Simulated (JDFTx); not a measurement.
System: ethanethiol, C2H6S (SMILES CCS), charge 0, multiplicity 1; geometry: a GFN2-xTB minimum in vacuum (one conformer, no imaginary frequency past 20 cm⁻¹; largest PBE force component 0.6 eV/Å). Coordinates in Å:
```xyz
9

C     -0.923    -0.477    -0.040
C      0.256     0.472     0.040
S      1.794    -0.280    -0.606
H     -1.827     0.027     0.296
H     -0.759    -1.350     0.589
H     -1.071    -0.812    -1.065
H      0.098     1.350    -0.584
H      0.447     0.793     1.065
H      1.827    -1.294     0.257
```

Method: PBE, GBRV ultrasoft potentials, plane waves to 20/100 Ha, in a modified build of JDFTx. Liquid: CANDLE, water, 0.5 M NaF. The liquid run sits in a periodic box with 4 Å from the outermost atoms to the faces; the vacuum run is isolated. The box matters at about 0.01 eV. The solvation energy is E(in liquid) − E(vacuum) at fixed geometry, with no thermal, conformational or standard-state terms added.

Predict the solvation energy and the highest occupied level.


| Item | Value |
|---|---|
| solvation energy | -5.2 kJ/mol |
| part: cavitation term of the fluid | 45 kJ/mol |
| part: dispersion term of the fluid | -36 kJ/mol |
| part: electrostatic term of the fluid | -17.9 kJ/mol |
| part: distortion of the solute's electrons | 3.5 kJ/mol |
| dipole moment in vacuum | 1.66 D |
| dipole moment in the liquid | 2.39 D |
| highest occupied level in vacuum (zero: vacuum level) | -5.56 eV |
| highest occupied level in the liquid (zero: bulk electrolyte) | -5.59 eV |
